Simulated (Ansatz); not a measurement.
Input for Ansatz (a first-principles code): R-CCSD(T)/cc-pVDZ on HNC (SMILES [C-]#[NH+]).

Ansatz 0.2 input:
```yaml
crystal:
  periodic: [false, false, false]
  atoms:
    - {symbol: C, position_ang: [0.00000000, 0.00000000, -0.73724800]}
    - {symbol: N, position_ang: [0.00000000, 0.00000000, 0.43208900]}
    - {symbol: H, position_ang: [0.00000000, 0.00000000, 1.42696000]}
basis:
  gaussian:
    orbitals: cc-pVDZ
magnetization: {spin_polarized: false}
correlation: {method: ccsd_t, electrons: outside_noble_gas}
scf: {lower_state_search: off}
```

The head of its log:

```
WARN ansatz: RAYON_NUM_THREADS=2 ignored (pool sized by the plan → 2); use --threads N
Functional definition: HF
these checks for a lower state are left out or cut short: stability, starts, cluster_reference, orbital_swaps, neighbouring_geometries, increment
integrals: 0.01 GiB planned
315 factors; integrals over basis functions are off by at most 1.0e-3 eV
mean field: 0.05 GiB planned
mean field evaluation 1: about -2526.2066 eV, gradient 1.8e1 eV
mean field evaluation 2: about -2526.2073 eV, gradient 1.8e1 eV
mean field evaluation 4: about -2526.9903 eV, gradient 3.0e0 eV
mean field evaluation 8: about -2527.0123 eV, gradient 5.6e-5 eV
mean field -2527.01233859 eV, -92.8659905726 hartree, gradient 2.0e-6 eV, S^2 0.000000; 0 other end points of the search recorded, 0 dependent functions left out
2 core orbitals not correlated
reference -2527.01233859 eV, -92.8659905726 hartree; 5, 5 occupied and 26, 26 virtual orbitals, 315 factors
```

### Question
Predict the final total energy.

### Answer
-93.1632 hartree (reference determinant -92.8660, T1 diagnostic 0.017).
